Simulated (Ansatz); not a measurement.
**C4H10 (singlet): wave-function methods side by side, 6-31G**

Aim: climb from Hartree-Fock through coupled cluster and multireference methods for C4H10 (singlet) at one geometry and basis, and see what each rung misses.

Method: 6-31G, core rule «outside noble gas», up to 4 orbitals frozen; program: Ansatz 0.2.0, Gaussian basis.

To be run: UHF; CCSD(T) on RHF; BCCD(T) on RHF; CISD; CCSDT(Q) on RHF; CASSCF and MRCISD+Q, 8 electrons in 8 orbitals; CASSCF and MRCISD+Q(relaxed), 8 electrons in 8 orbitals; CASSCF and NEVPT2, 8 electrons in 8 orbitals.

15 further runs of the same task are left out: 2 that didn't finish, 13 set aside as unsound or not needed.

### Step 1. What is computed

The geometry is an MP2(full)/6-31G* stationary point (not a proven minimum).

14 atoms, charge 0, spin multiplicity 1.

Atoms are counted from 1 here; the program's logs count them from 0.

Bond lengths: C1–C2 1.525 Å, C1–H5 1.094 Å, C1–H7 1.094 Å, C1–H8 1.094 Å, C2–C3 1.525 Å, C2–H11 1.097 Å, C2–H12 1.097 Å, C3–C4 1.525 Å, C3–H13 1.097 Å, C3–H14 1.097 Å, C4–H6 1.094 Å, C4–H9 1.094 Å, C4–H10 1.094 Å. Angles: C2–C1–H5 111.5°, C2–C1–H7 110.9°, C2–C1–H8 110.9°, H5–C1–H7 107.9°, H5–C1–H8 107.9°, H7–C1–H8 107.7°, C1–C2–C3 112.9°, C1–C2–H11 109.7°, C1–C2–H12 109.7°, C3–C2–H11 109.1°, C3–C2–H12 109.1°, H11–C2–H12 106.3°, C2–C3–C4 112.9°, C2–C3–H13 109.1°, C2–C3–H14 109.1°, C4–C3–H13 109.7°, C4–C3–H14 109.7°, H13–C3–H14 106.3° and more.

### Step 2. UHF

in.yaml reads:

```yaml
crystal:
  periodic: [false, false, false]
  atoms:
    - {symbol: C, position_ang: [0.702581, 1.820873, 0.000000]}
    - {symbol: C, position_ang: [0.702581, 0.296325, 0.000000]}
    - {symbol: C, position_ang: [-0.702581, -0.296325, 0.000000]}
    - {symbol: C, position_ang: [-0.702581, -1.820873, 0.000000]}
    - {symbol: H, position_ang: [1.719809, 2.222340, 0.000000]}
    - {symbol: H, position_ang: [-1.719809, -2.222340, 0.000000]}
    - {symbol: H, position_ang: [0.188154, 2.210362, 0.883614]}
    - {symbol: H, position_ang: [0.188154, 2.210362, -0.883614]}
    - {symbol: H, position_ang: [-0.188154, -2.210362, 0.883614]}
    - {symbol: H, position_ang: [-0.188154, -2.210362, -0.883614]}
    - {symbol: H, position_ang: [1.247707, -0.072660, -0.877569]}
    - {symbol: H, position_ang: [1.247707, -0.072660, 0.877569]}
    - {symbol: H, position_ang: [-1.247707, 0.072660, -0.877569]}
    - {symbol: H, position_ang: [-1.247707, 0.072660, 0.877569]}
basis:
  gaussian: {orbitals: 6-31G}
magnetization: {spin_polarized: true, initial_magnetization: 0}
hamiltonian: {xc: hf}
output: {orbitals: {seedname: orbitals}}
```

Run with:

```bash
$ ansatz run in.yaml --threads 1 --pin off --events-out ev --progress --plain --max-ram 3956MiB --backend cpu
```

The runs that follow: CCSD(T) on RHF; BCCD(T) on RHF; CISD; CCSDT(Q) on RHF; CASSCF and MRCISD+Q, 8 electrons in 8 orbitals; CASSCF and MRCISD+Q(relaxed), 8 electrons in 8 orbitals; CASSCF and NEVPT2, 8 electrons in 8 orbitals.

**Question.** What will the summary of the whole plan be? Wanted: RCCSDT(Q) below the RHF energy; RMP2 from RCCSDT(Q); RCCSD from RCCSDT(Q); RCCSD(T) from RCCSDT(Q); T1 diagnostic.

**Answer**, as computed:

```
                         quantity                      value
   RCCSDT(Q) below the RHF energy                -11.8373 eV
              RMP2 from RCCSDT(Q)                +1763.5 meV
             RCCSD from RCCSDT(Q)                 +277.9 meV
          RCCSD(T) from RCCSDT(Q)                  +32.7 meV
levels within 1 kcal/mol (43 meV)  RCCSD(T), BCCD(T), RCCSDT
                    T1 diagnostic                      0.005
```

**Reading.** RCCSD(T) lands +32.7 meV from the yardstick (0.3 % of the correlation energy). These misses are within one basis, not against nature.
